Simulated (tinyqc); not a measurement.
Worked calculation: extended Hueckel theory, for SiH3. One step of it, computed by the program tinyqc.

Question. Mulliken analysis. P = C n C^T; charge = valence electrons (H 1, Si 4) minus the sum of (P S)_ii on the atom; overlap population = 2 sum P_ij S_ij between two atoms.

coefficients:
```
,MO1,MO2,MO3,MO4,MO5,MO6,MO7
1Si 3s,0.689656,0.000038,0.000000,0.101390,0.025159,0.000000,1.132099
1Si 3px,0.000013,0.315560,0.000000,0.000016,1.236607,0.000000,-0.027851
1Si 3py,0.000000,0.000000,0.315585,0.000000,0.000000,1.236927,0.000000
1Si 3pz,0.003869,0.000003,0.000000,0.991235,-0.003522,0.000000,-0.157345
2H 1s,0.224588,0.641077,0.000000,-0.049168,-0.858326,0.000000,-0.691001
3H 1s,0.224659,-0.320458,0.555139,-0.049146,0.405459,-0.729874,-0.719540
4H 1s,0.224659,-0.320458,-0.555139,-0.049146,0.405459,0.729874,-0.719540
```

occupations: 2.000000  2.000000  2.000000  1.000000  0.000000  0.000000  0.000000

overlap S, lower triangle:
```
,1Si 3s,1Si 3px,1Si 3py,1Si 3pz,2H 1s,3H 1s,4H 1s
1Si 3s,1.000000
1Si 3px,0.000000,1.000000
1Si 3py,0.000000,0.000000,1.000000
1Si 3pz,0.000000,0.000000,0.000000,1.000000
2H 1s,0.391285,0.499498,0.000000,-0.038224,1.000000
3H 1s,0.391403,-0.249861,0.432638,-0.038241,0.031009,1.000000
4H 1s,0.391403,-0.249861,-0.432638,-0.038241,0.031009,0.031044,1.000000
```

Give: charges; Overlap populations.

Answer.

charges: 1Si 0.6879, 2H -0.2294, 3H -0.2293, 4H -0.2293

Overlap populations:
```
pair,value
2-1,0.646347
3-1,0.646492
3-2,-0.019073
4-1,0.646492
4-2,-0.019073
4-3,-0.019099
```
